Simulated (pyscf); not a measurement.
Elementary routes open to `[F][Si][F]` [singlet] + `[SiH4]` in the gas phase (singlet surface):
A. `[F][SiH]([F])[SiH3]` (H–Si broken; Si–Si, H–Si formed)
B. `[FH]` + `[F][Si][SiH3]` [singlet] (F–Si, H–Si broken; F–H, Si–Si formed)
C. `[F][SiH3]` + `[F][SiH]` [singlet] (F–Si, H–Si broken; F–Si, H–Si formed)

Structures and frequencies: ωB97X-D3(BJ)/def2-SVP in PySCF. MP2 and CC: frozen core, UHF for open shells. ΔMP2 is the change of the MP2 total energy from the triple- to the quadruple-zeta basis.

Task: Rank the routes by free-energy barrier at 600 K, lowest first, for CCSD(T)/def2-TZVPP + ΔMP2(QZVPP) energies (ideal gas, 1 atm, RRHO with modes under 100 cm⁻¹ raised to 100, one conformer, R ln 2 for chiral ones without a mode under 150 cm⁻¹).

Result: A (48.1 kcal/mol), C (49.8 kcal/mol), B (76.3 kcal/mol)

Route A is the fastest of these, ahead of the next by 1.7 kcal/mol. The most stable products are those of A (ΔG = -9.9 kcal/mol), so kinetics and thermodynamics agree. At 1200 K A is still the fastest. B: On the product side the descent ends in a complex, 7.5 kcal/mol under the separated species and 9.9 kcal/mol under the saddle at ωB97X-D3(BJ)/def2-TZVP. C: On the product side the descent ends in an adduct with a F–Si contact, 7.4 kcal/mol under the separated species and 9.3 kcal/mol under the saddle at ωB97X-D3(BJ)/def2-TZVP. Only these routes are compared; each barrier is that of the saddle found, and lower ones may exist. The CCSD(T) − MP2 part came from Ansatz, without density fitting, on the same reference.
